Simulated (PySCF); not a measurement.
Cartesian coordinates in Å; atom numbers follow the order of the lines, from 1:
```xyz
5

O    -0.7482    1.3220    0.0038
P     0.0369    0.0693   -0.0056
O     1.5115    0.1619   -0.0595
H    -0.3587   -0.7599    1.0663
H    -0.4329   -0.7904   -1.0223
```

Total charge -1.

Geometry: GFN2-xTB; GIAO shifts from PySCF, gas phase, non-relativistic, averaged over equivalent atoms.

At PBE0/pcSseg-1 (68 basis functions, 2.2 s wall time on 1 thread of an Arm Neoverse V2, shared host):
```
atoms  δ (ppm)
O1/O3    177.7
   P2    -36.9
H4/H5     7.47
```

Shifts are taken against calculated references (same method and geometry level): H2O for 17O (336.08 ppm); 31P (318.38 ppm) against H3PO4; TMS for 1H (31.72 ppm).

Predict the values at B3LYP/pcSseg-1 on the same geometry.

Results:


```csv
atoms,δ at B3LYP/pcSseg-1,change
O1/O3,187.0,+9.3
P2,247.6,+284.5
H4/H5,7.53,+0.06
```

Shifts are taken against calculated references (same method and geometry level): H2O for 17O (σ = 335.74 ppm); 31P (σ = 593.25 ppm) against PH3; TMS for 1H (σ = 31.83 ppm).

The largest change is at P2 (phosphorus bonded to 2 O, 2 H). Cost: 68 basis functions, about 7 core-seconds.

Experimental scales use liquid or dissolved standards, which lie at an offset from isolated H2O (liquid H2O: subtract about 36 ppm) and H3PO4.
